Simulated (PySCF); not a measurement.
H2SN, doublet: data card

These are results of UPBE0/[S def2-TZVP, N def2-TZVP, H def2-TZVP], no relativity, density fitting, PySCF, not measurements.

The structure is a minimum.

```xyz
4
charge 0 multiplicity 2, angstrom
S    -0.3948    0.0000    0.1606
N     1.0709    0.0000   -0.3097
H    -1.1752    0.9908   -0.4014
H    -1.1752   -0.9908   -0.4014
```

```
Point group                                                                   : Cs
Bond lengths                                                                  : S–H 1.381 Å (×2), S–N 1.539 Å
Bond angles                                                                   : H–S–H 91.7°, H–S–N 114.4° (×2)
Enthalpy at 298.15 K above 0 K                                                : 10.42 kJ/mol
Principal polarisabilities                                                    : 19.3, 25.7, 37.9 bohr³
Highest occupied level (β)                                                    : -6.86 eV
Entropy at 298.15 K and 1 bar (electronic part: spin only)                    : 245.4 J/(mol K)
Rotational constants                                                          : 5.556, 0.6405, 0.6188 cm⁻¹
Lowest empty level (β)                                                        : -2.52 eV
Atomisation energy without zero-point energy                                  : 835 kJ/mol
Rotational symmetry number                                                    : 1
Zero-point energy                                                             : 51.9 kJ/mol
Spin squared ⟨S²⟩                                                             : 0.757
Heat capacity Cp at 298.15 K                                                  : 40.6 J/(mol K)
Principal quadrupole moments (Buckingham, traceless) about the centre of mass : -3.45, 1.56, 1.89 D Å
Dipole moment                                                                 : 3.72 D
```

Harmonic modes (masses in u: S 31.972, N 14.003, H 1.008):
```tsv
symmetry	ω (cm⁻¹)	IR (km/mol)	type
a'	806	0.3	bend
a''	835	7.7	bend
a'	1013	12.9	stretch
a'	1319	38.5	bend
a''	2333	120	stretch
a'	2369	97.4	stretch
```

Charges (e):
```tsv
atom	Mulliken	Löwdin	polar tensor	spin (Mulliken)	Mayer order to S1
S1	0.16	0.47	0.53	0.07	–
N2	-0.42	-0.51	-0.35	0.85	1.79
H3,4	0.13	0.02	-0.09	0.04	0.84
```

Mulliken populations on S1: s 5.69, p 9.68, d 0.44, f 0.02.

This need not be the most stable arrangement of these atoms.

The final relaxation and frequency run took 32 s on 2 threads of a shared Arm Neoverse V2 host, with 80 basis functions and 16 gradients; the process peaked at 0.93 GiB. Launch command: `OMP_NUM_THREADS=2 python axn.py task.json out`.
